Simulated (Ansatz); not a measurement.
Ansatz input

```yaml
crystal:
  lattice:
    - [3.2454403008, 0.0, 0.0]
    - [-1.6227201504, 2.810633747, 0.0]
    - [0.0, 0.0, 5.1494233959]
  atoms:
    - { symbol: Zr, position: [0.3333333333, 0.6666666667, 0.25], spin: 1.0 }
    - { symbol: Zr, position: [0.6666666667, 0.3333333333, 0.75], spin: 1.0 }
hamiltonian:
  xc: r2scan
  pseudopotentials:
    kind: paw
    azcp:
      Zr: "pseudopotentials/Zr.paw.azcp"
basis:
  ecutwfc: 500
  fft_grid_basis: typed
kpoints:
  mp_grid: { grid: [18, 18, 10], shift: [0, 0, 0] }
magnetization:
  spin_polarized: true
scf:
  occupations: { method: fermi_dirac, width: 0.05 }
```

Output

```
Engine: ansatz 0.2.0, aarch64-unknown-linux-gnu
Pseudopotentials: kind: paw
Pseudopotential: Zr, paw, valence charge 12, recommended cutoff 500 eV (meta_gga) 
Functional definition: r2SCAN
  parameter k0 = 0.174
  parameter k1 = 0.065
  parameter a1 = 4.9479
  exchange = r2scan_x(k0 = k0, k1 = k1, a1 = a1)
  correlation = r2scan_c
Crystal: 2 atoms, lattice volume = 46.972 Å³
Basis set: ecut = 500 eV, 1177 PW (Γ), exchange–correlation on 96×96×160 points (64 copies of the dense FFT grid, shifted against one another)
Bands: 17, of which v1, the nominal top of the filled ones, is band 12 counted from 1 (11 counted from 0)
Symmetry: 24 space group operations
Space group: P63/mmc (ITA 194), of the structure as read, at distance tolerance 3.6e-5 Å
Magnetic group: BNS 194.263 (UNI 1493), of the structure as read, at distance tolerance 3.6e-5 Å
k-points: 222 of 3240
Non-local potential: Zr, projectors of the file, l = 0: 3, l = 1: 2, l = 2: 2, l = 3: 2
PAW form: soft (Blöchl's): semilocal exchange-correlation on the pseudo side does not see the compensation charge
PAW frozen core: Zr, regenerated for the run's functional (the file was generated under x = pbe(κ = 0.804, μ = 0.2195149727645171), c = pbe(β = 0.06672455060314922))
PAW one-centre angular grid: Zr, 590 points (default); XC on 160 Gauss nodes
Initial density: superposition of atomic densities (chi_scale 0.1, normalization cell)
Starting moments: Σ|m| = 2 μB on 2 of 2 sites
Initial wavefunctions: pseudopotential atomic-orbital guess
Functional: x = r2scan, c = r2scan; τ floored in thin density (d = 2e-4 eV/Å³)
iter 1 solved again at ethr=2.53e-3 eV; its pass at ethr=3.10e-3 eV (dr2=6.06e-1 eV) is discarded
SCF iter   1: F=—  HF=-8389.667162 eV  |F-HF|=—  |Δ(HF+E_count)|=         —  Δρ=2.92e-2 (↑2.92e-2 ↓1.49e-2)  dr2=6.77e-1  dr2_τ=1.59e-2  dr2_m=1.13e-1  M=0.905 μB ∫|m|=0.905 μB  β_m=0.55  ethr=2.53e-3  ⟨swp⟩=2.0  Hψ=44264  notcnv=0
Mixer restart at iter 1: flushing history
SCF iter   2: F=—  HF=-8389.795166 eV  |F-HF|=—  |Δ(HF+E_count)|=   1.28e-1  Δρ=2.02e-2 (↑2.02e-2 ↓1.14e-2)  dr2=3.70e-1  dr2_τ=2.05e-3  dr2_m=4.84e-2  M=0.657 μB ∫|m|=0.657 μB  β_m=0.97  ethr=2.53e-3  ⟨swp⟩=2.0  Hψ=11298  notcnv=0  κ⁻¹=1.0e0(r=1)
SCF iter   3: F=—  HF=-8389.973814 eV  |F-HF|=—  |Δ(HF+E_count)|=   1.79e-1  Δρ=5.34e-3 (↑3.56e-3 ↓5.34e-3)  dr2=3.61e-2  dr2_τ=5.16e-4  dr2_m=8.65e-4  M=0.201 μB ∫|m|=0.202 μB  β_m=0.30  ethr=1.54e-3  ⟨swp⟩=2.0  Hψ=13547  notcnv=0  defer=31  κ⁻¹=5.2e-2(r=2)
SCF iter   4: F=—  HF=-8390.054035 eV  |F-HF|=—  |Δ(HF+E_count)|=         —  Δρ=3.09e-3 (↑2.23e-3 ↓3.09e-3)  dr2=4.10e-3  dr2_τ=2.48e-4  dr2_m=1.57e-3  M=-0.036 μB ∫|m|=0.066 μB  β_m=0.65  ethr=1.51e-4  ⟨swp⟩=2.1  Hψ=13173  notcnv=0  defer=31
Mixer restart at iter 4: flushing history
SCF iter   5: F=—  HF=-8390.053944 eV  |F-HF|=—  |Δ(HF+E_count)|=   9.12e-5  Δρ=1.92e-3 (↑1.29e-3 ↓1.92e-3)  dr2=1.93e-3  dr2_τ=4.35e-5  dr2_m=4.09e-4  M=-0.028 μB ∫|m|=0.043 μB  β_m=1.00  ethr=1.71e-5  ⟨swp⟩=2.0  Hψ=9358  notcnv=0  defer=31  κ⁻¹=1.0e0(r=1)
SCF iter   6: F=—  HF=-8390.052415 eV  |F-HF|=—  |Δ(HF+E_count)|=   1.53e-3  Δρ=4.39e-4 (↑3.97e-4 ↓4.39e-4)  dr2=1.70e-4  dr2_τ=4.92e-6  dr2_m=3.95e-6  M=-0.009 μB ∫|m|=0.010 μB  β_m=0.61  ethr=8.06e-6  ⟨swp⟩=2.1  Hψ=13736  notcnv=0  defer=31  κ⁻¹=6.5e-2(r=2)
SCF iter   7: F=—  HF=-8390.052418 eV  |F-HF|=—  |Δ(HF+E_count)|=   3.59e-6  Δρ=1.82e-4 (↑1.82e-4 ↓1.50e-4)  dr2=8.22e-6  dr2_τ=6.01e-7  dr2_m=7.23e-6  M=-0.002 μB ∫|m|=0.006 μB  β_m=0.30  ethr=7.09e-7  ⟨swp⟩=2.5  Hψ=13389  notcnv=0  defer=31  κ⁻¹=4.0e-3(r=3)
SCF iter   8: F=—  HF=-8390.052461 eV  |F-HF|=—  |Δ(HF+E_count)|=   4.28e-5  Δρ=7.78e-5 (↑7.78e-5 ↓6.92e-5)  dr2=8.37e-7  dr2_τ=9.76e-8  dr2_m=1.72e-6  M=0.000 μB ∫|m|=0.003 μB  β_m=0.30  ethr=3.42e-8  ⟨swp⟩=2.0  Hψ=13147  notcnv=0  defer=31  κ⁻¹=2.4e-4(r=4)
SCF iter   9: F=—  HF=-8390.052463 eV  |F-HF|=—  |Δ(HF+E_count)|=   1.63e-6  Δρ=3.49e-5 (↑3.44e-5 ↓3.49e-5)  dr2=4.62e-8  dr2_τ=1.68e-8  dr2_m=4.73e-7  M=0.000 μB ∫|m|=0.002 μB  β_m=0.30  ethr=3.49e-9  ⟨swp⟩=2.1  Hψ=13176  notcnv=0  defer=31  κ⁻¹=7.6e-5(r=5)
SCF iter  10: F=—  HF=-8390.052465 eV  |F-HF|=—  |Δ(HF+E_count)|=   1.89e-6  Δρ=1.39e-5 (↑1.39e-5 ↓1.39e-5)  dr2=1.16e-8  dr2_τ=9.57e-10  dr2_m=8.08e-8  M=-0.000 μB ∫|m|=0.001 μB  β_m=0.30  ethr=1.92e-10  ⟨swp⟩=2.9  Hψ=14605  notcnv=0  defer=31  κ⁻¹=5.5e-6(r=6)
SCF iter  11: F=—  HF=-8390.052465 eV  |F-HF|=—  |Δ(HF+E_count)|=   1.93e-7  Δρ=7.12e-6 (↑6.80e-6 ↓7.12e-6)  dr2=1.67e-9  dr2_τ=3.57e-10  dr2_m=1.97e-8  M=-0.000 μB ∫|m|=0.000 μB  β_m=0.55  ethr=4.83e-11  ⟨swp⟩=2.7  Hψ=13862  notcnv=0  defer=31  κ⁻¹=1.9e-6(r=7)
SCF iter  12: F=—  HF=-8390.052465 eV  |F-HF|=—  |Δ(HF+E_count)|=   7.19e-8  Δρ=3.37e-6 (↑2.97e-6 ↓3.37e-6)  dr2=6.03e-10  dr2_τ=6.57e-11  dr2_m=4.03e-9  M=-0.000 μB ∫|m|=0.000 μB  β_m=0.48  ethr=6.95e-12  ⟨swp⟩=3.1  Hψ=15418  notcnv=0  defer=31  κ⁻¹=3.4e-7(r=8)
SCF iter  13: F=—  HF=-8390.052465 eV  |F-HF|=—  |Δ(HF+E_count)|=   3.04e-8  Δρ=5.52e-7 (↑4.78e-7 ↓5.52e-7)  dr2=2.05e-11  dr2_τ=3.99e-12  dr2_m=9.57e-11  M=-0.000 μB ∫|m|=0.000 μB  β_m=0.30  ethr=2.51e-12  ⟨swp⟩=3.0  Hψ=14933  notcnv=0  defer=31  κ⁻¹=4.8e-8(r=8)
SCF iter  14: F=—  HF=-8390.052465 eV  |F-HF|=—  |Δ(HF+E_count)|=  8.39e-10  Δρ=2.80e-7 (↑2.66e-7 ↓2.80e-7)  dr2=1.16e-11  dr2_τ=1.39e-12  dr2_m=2.53e-11  M=-0.000 μB ∫|m|=0.000 μB  β_m=0.30  ethr=1.00e-12  ⟨swp⟩=1.0  Hψ=21355  notcnv=0  κ⁻¹=4.4e-8(r=8)
SCF iter  15: F=-8390.052465 eV  HF=-8390.052465 eV  |F-HF|=2.00e-11  |Δ(HF+E_count)|=  3.04e-10  Δρ=8.75e-8 (↑8.75e-8 ↓8.55e-8)  dr2=2.97e-13  dr2_τ=7.50e-14  dr2_m=3.10e-12  M=-0.000 μB ∫|m|=0.000 μB  ethr=1.00e-12  ⟨swp⟩=2.0  Hψ=14649  notcnv=0
SCF 1 converged in 15 iterations: F = -8390.052465 eV  dr2 = 2.97e-13
WARN: the starting moments were not kept: the SCF closed with an absolute magnetisation of 5.4e-6 μB, where they sum to 2 μB in size (2 sites). That is at most 0.1 of that sum. Measured as dr2_m measures the in/out step, that magnetisation stands 2.9e-12 eV from none, at or under the dr2_threshold of 1.0e-7 eV: it is no larger than a step whose dr2_m would equal this threshold. The system may hold no moment; this SCF shows only that its start led to no more than that. To try another start: raise the starting moments (crystal.atoms[].spin, magnetization.per_species, magnetization.initial_magnetization, or on a non-collinear deck that types none of these the spinor_matrix: blocks that start its atoms; where the total moment is fixed, keep their sum and leave initial_magnetization as it is; typed ones take the place of any that the run laid by itself, positive ones on a crystal's lanthanoids without a Hubbard term where scf.initial_density.shell_occupations: [] is typed) or, if the notice of its spin-set hold's release reads "site moments contracting" or "site moments show no strong build", lengthen the hold (scf.mixing.spin_hold: { on: { confirm: 4 } }; for m-r²SCAN on two components see the key's manual first). Each may lead to a state that holds a moment. A second SCF, from the converged charge density, with the starting moments and any scf.initial_density.shell_occupations laid on it anew, would have followed, and was not run: the deck does not ask for one (magnetization.retry_lost_moments is false, the default). To let it run, set magnetization.retry_lost_moments: true and run the deck again, where that key's refused combinations let it; where memory then withholds it, that run's warning says so.
this state was not tested for a lower state beside it, because the mixer in use, unlike msr1, does not test its closes by its own steps (another_mixer; see scf.mixing.algorithm and scf.lower_state_search)
SCF converged after 15 iterations
Magnetization: -0.0000 μB (12.0000 up, 12.0000 down)
Absolute magnetization: 0.0000 μB (∫|ρ↑−ρ↓|, with the PAW one-centre terms)
Spin contamination: 0.0000 ħ² per cell (⟨S²⟩ above its minimum at these occupations)
Per-site moments (μB) at R_I (Å): [(-3.9333630848326554e-7, 1.3135454320742717), (-3.9333630844475964e-7, 1.3135454320742717)]
Free energy (F): -8390.052465 eV
Harris-Foulkes:  -8390.052465 eV  (|F-HF|=2.00e-11)
Internal energy: -8390.039022 eV  (E = F + TS)
E sigma→0 (E₀):  -8390.045743 eV
Entropy (-TS):   -0.013443 eV (-6.722 meV/atom)
Fermi energy:    13.915724 eV
--- Per-component energies (eV) ---
  E_band       = -216.320796
  E_kinetic    = 663.082736
  E_local      = -1257.377554  (includes V_loc(G=0)·N_el)
  E_nonlocal   = 159.889873
  E_hartree    = 387.898780
  E_xc         = -310.207758
  E_vxc        = -420.424961  (∫ρ·V_xc dr)
  E_paw        = -5942.030668  (= ΣΔE_a)
  E_vpaw       = -162.077565  (= ΣTr[D̂ρ^β])
  E_aug_tail   = 0.000018  (compensation charges beyond the density's cutoff)
  E_vtau       = 24.789113  (kinetic-family band-sum trace: ∫τ·v_τ [+ j·A + Jᵃ·Aᵃ] dr)
  E_ewald      = -2090.964967
  E_core_change = -0.329483  (= ΣΔE_core)
  E_smearing   = -0.013443  (= −TS)
  E_closure    = 0.000000  (closes the sum)
  Σ components = -8390.052465   (vs F -8390.052465, Δ=0.00e0)
```
